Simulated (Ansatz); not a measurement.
**Forces away from equilibrium**

SiHF (SMILES F[SiH]), singlet, displaced at random from a GFN2-xTB minimum.

```xyz
3
angstrom
F -0.9816 -0.1811 -0.5869
Si 0.1092 0.6529 0.2130
H 0.7740 -0.8771 0.3420
```

Program: Ansatz 0.2.0. Basis: def2-TZVPP. Cores are frozen in the correlated methods.

CCSD(T) forces from the calculation:
| atom | Fx | Fy | Fz (eV/Å) |
| --- | --- | --- | --- |
| F1 | -1.553 | 0.455 | -0.850 |
| Si2 | 1.125 | -2.166 | 0.293 |
| H3 | 0.428 | 1.711 | 0.557 |

Problem. Which atom feels the largest CCSD(T) force, and how large is it?

Solution. Si2, 2.46 eV/Å, along (0.46, -0.88, 0.12).

Root-mean-square difference of the force components from those of CCSD(T): PBE0-D4 0.062; wB97M-V 0.066; r2SCAN-D4 0.082; PBE-D4 0.368; HSE06-D4 0.064; SPW92 0.204 eV/Å.

The T1 diagnostic stays at or below 0.016. The restricted Hartree–Fock reference is unstable towards an unrestricted one here. These are differences at one structure, and CCSD(T) in triple zeta is itself an approximation.

For scale, one of the runs: CCSD(T)/def2-TZVPP forces, 87 basis functions (an equivalent command: `ansatz run in.yaml --threads 4`). The run took about 2.7 s on 4 CPU threads (shared host).
